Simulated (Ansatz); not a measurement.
This Ansatz (an electronic-structure program) input (CCSD(T)/cc-pVQZ) gives -76.39097 Eh with 115 basis functions. A basis named .json is the Basis Set Exchange file of that set (core-valence sets with the plain set on hydrogen).

Ansatz 0.2 input:
```yaml
crystal:
  periodic: [false, false, false]
  atoms:
    - {symbol: O, position_ang: [0.00702152, 0.00134342, 0.11666744]}
    - {symbol: H, position_ang: [-0.04995842, 0.75929218, -0.47415850]}
    - {symbol: H, position_ang: [-0.00621371, -0.77003954, -0.45918106]}
basis:
  gaussian:
    orbitals: cc-pVQZ
magnetization: {spin_polarized: false}
correlation: {method: ccsd_t, frozen_orbitals: {H: 0, O: 0}}
```

Change:
```diff
- orbitals: cc-pVQZ
+ orbitals: cc-pCVQZ.json
```

Problem. What does the run give now?

Solution. -76.42087 Eh (CCSD(T)/cc-pCVQZ, 144 functions), a change of -29.90 mEh.
